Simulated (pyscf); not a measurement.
This saddle point was located with ωB97X-D3(BJ)/def2-SVP in PySCF.

```
Ga
N 1 1.8375
H 2 1.0162 1 117.18
H 2 1.0167 3 108.46 1 -134.15
H 1 1.5416 2 131.31 3 156.01
H 1 1.6981 5 112.59 2 172.40
H 6 1.0723 1 75.87 5 -89.75
H 6 1.1255 7 150.26 1 -2.81
```
Charge 0, spin multiplicity 1.

Surface: singlet, charge 0. Lowest wavenumbers (cm⁻¹): 1530i, 103, 361, 437, 532.

Problem. Which two sides does it connect, and which bonds change?

Solution. H₂N–GaH₂ (SMILES [NH2][GaH2]) + H₂ (SMILES [H][H]) ⇌ H₂N–GaH₂ (SMILES [NH2][GaH2]) + H₂ (SMILES [H][H]), a four-centre exchange read from left to right: Ga–H, H–H broken and Ga–H, H–H formed. At ωB97M-D3(BJ)/def2-TZVP it lies +1.67 eV from the left side and +1.67 eV from the right (each side as separated species at their lowest minima found). At the saddle there is also a short Ga–H contact that neither side keeps. The same reactants have a lower exit, to NH₃ + GaH₃ (barrier +1.00 eV at ωB97M-D3(BJ)/def2-TZVP, against +1.67 eV here). This is the saddle that the search found; another between the same sides may lie lower. Elements up to Kr have no core potential and no relativistic terms here.
